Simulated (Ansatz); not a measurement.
Reaction (SMILES): [CH] (CH) → C atom + H atom
B3LYP-D3(BJ)/def2-TZVP geometries, fixed; electronic energies without zero-point terms.

Basis-set convergence of the atomisation energy at CCSD(T) with Ansatz (a quantum-chemistry and plane-wave program). Cartesian d functions, on some or all atoms, in 6-31G*, 6-31+G*; all else is spherical. Cores are frozen. The T1 diagnostic of CCSD is high for at least one species. An unrestricted Hartree-Fock determinant is markedly spin-contaminated. Open shells are unrestricted. No added dispersion term, no relativity. Functions are those of the species that has most. Reference: Hartree-Fock in aug-cc-pV5Z plus the correlation part extrapolated as X^-3 from aug-cc-pVQZ and aug-cc-pV5Z, 83.66 kcal/mol, itself unsure by roughly 0.10 kcal/mol (a third of the extrapolation step and of the last Hartree-Fock step). Deviations are taken from unrounded values.

```json
[
 {"basis": "6-31G*", "functions": "17", "atomisation energy (kcal/mol)": "70.75"},
 {"basis": "6-31+G*", "functions": "21", "atomisation energy (kcal/mol)": "71.57"},
 {"basis": "cc-pVDZ", "functions": "19", "atomisation energy (kcal/mol)": "75.22"},
 {"basis": "aug-cc-pVDZ", "functions": "32", "atomisation energy (kcal/mol)": "76.99"},
 {"basis": "def2-SVP", "functions": "19", "atomisation energy (kcal/mol)": "77.73"},
 {"basis": "def2-SVPD", "functions": "28", "atomisation energy (kcal/mol)": "78.73"},
 {"basis": "6-311G**", "functions": "24", "atomisation energy (kcal/mol)": "77.06"},
 {"basis": "6-311+G**", "functions": "28", "atomisation energy (kcal/mol)": "77.52"},
 {"basis": "def2-TZVP", "functions": "37", "atomisation energy (kcal/mol)": "79.70"},
 {"basis": "def2-TZVPD", "functions": "46", "atomisation energy (kcal/mol)": "80.10"},
 {"basis": "cc-pVTZ", "functions": "44", "atomisation energy (kcal/mol)": "81.24"},
 {"basis": "aug-cc-pVTZ", "functions": "69", "atomisation energy (kcal/mol)": "82.09"},
 {"basis": "pcseg-2", "functions": "44", "atomisation energy (kcal/mol)": "81.64"},
 {"basis": "aug-pcseg-2", "functions": "69", "atomisation energy (kcal/mol)": "82.06"},
 {"basis": "def2-TZVPP", "functions": "45", "atomisation energy (kcal/mol)": "81.42"},
 {"basis": "def2-TZVPPD", "functions": "54", "atomisation energy (kcal/mol)": "81.68"},
 {"basis": "cc-pVQZ", "functions": "85", "atomisation energy (kcal/mol)": "82.80"},
 {"basis": "aug-cc-pVQZ", "functions": "126", "atomisation energy (kcal/mol)": "83.11"},
 {"basis": "def2-QZVPP", "functions": "87", "atomisation energy (kcal/mol)": "82.85"},
 {"basis": "def2-QZVPPD", "functions": "96", "atomisation energy (kcal/mol)": "82.94"},
 {"basis": "pcseg-3", "functions": "93", "atomisation energy (kcal/mol)": "82.99"},
 {"basis": "aug-pcseg-3", "functions": "134", "atomisation energy (kcal/mol)": "83.12"},
 {"basis": "cc-pV5Z", "functions": "146", "atomisation energy (kcal/mol)": "83.28"},
 {"basis": "aug-cc-pV5Z", "functions": "207", "atomisation energy (kcal/mol)": "83.39"}
]
```

What the diffuse functions change, pair by pair:
- 6-31G* to 6-31+G*: 4 more functions, deviation -12.91 to -12.09 kcal/mol
- cc-pVDZ to aug-cc-pVDZ: 13 more functions, deviation -8.44 to -6.67 kcal/mol
- def2-SVP to def2-SVPD: 9 more functions, deviation -5.93 to -4.93 kcal/mol
- 6-311G** to 6-311+G**: 4 more functions, deviation -6.59 to -6.14 kcal/mol
- def2-TZVP to def2-TZVPD: 9 more functions, deviation -3.96 to -3.56 kcal/mol
- cc-pVTZ to aug-cc-pVTZ: 25 more functions, deviation -2.42 to -1.56 kcal/mol
- pcseg-2 to aug-pcseg-2: 25 more functions, deviation -2.02 to -1.60 kcal/mol
- def2-TZVPP to def2-TZVPPD: 9 more functions, deviation -2.24 to -1.98 kcal/mol
- cc-pVQZ to aug-cc-pVQZ: 41 more functions, deviation -0.85 to -0.55 kcal/mol
- def2-QZVPP to def2-QZVPPD: 9 more functions, deviation -0.81 to -0.72 kcal/mol
- pcseg-3 to aug-pcseg-3: 41 more functions, deviation -0.66 to -0.53 kcal/mol
- cc-pV5Z to aug-cc-pV5Z: 61 more functions, deviation -0.38 to -0.27 kcal/mol

Leaving out the reference's own pair, they bring the value nearer the reference by more than 0.10 kcal/mol in 10 of 11 pairs.
